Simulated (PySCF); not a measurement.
**Working out the ionisation energy of Ne**

Ne [Ne] (1S) → Ne⁺ [He] 2s2 2p5 (2P). Computed with PySCF 2.14 in jorge-DZP-DKH (4s2p1d, 15 functions), with scalar relativity by spin-free X2C-1e. Frozen: 1s2. Energies in hartree (1 hartree = 27.21139 eV):

```csv
part,Ne (lower),Ne⁺ (upper)
UHF,-128.659919,-127.934127
CCSD correlation,-0.176593,-0.129447
(T),-0.002241,-0.001333
```

**Question.** What does Hartree-Fock give?

**Answer.** (-127.934127) − (-128.659919) = 0.725792 hartree = 19.750 eV.

**Question.** What do CCSD and CCSD(T) give?

**Answer.** The CCSD correlation energies differ by 0.047146 hartree = 1.283 eV and the triples by 0.000908 hartree = 0.025 eV, so CCSD gives 21.033 eV and CCSD(T) 21.058 eV.

Measured between the centres of the two terms (NIST): 21.597 eV, so CCSD(T) (valence) is off by -0.539 eV.

A double-zeta basis recovers only part of the correlation energy.

What remains against the reference includes basis incompleteness, the frozen core and higher excitations.
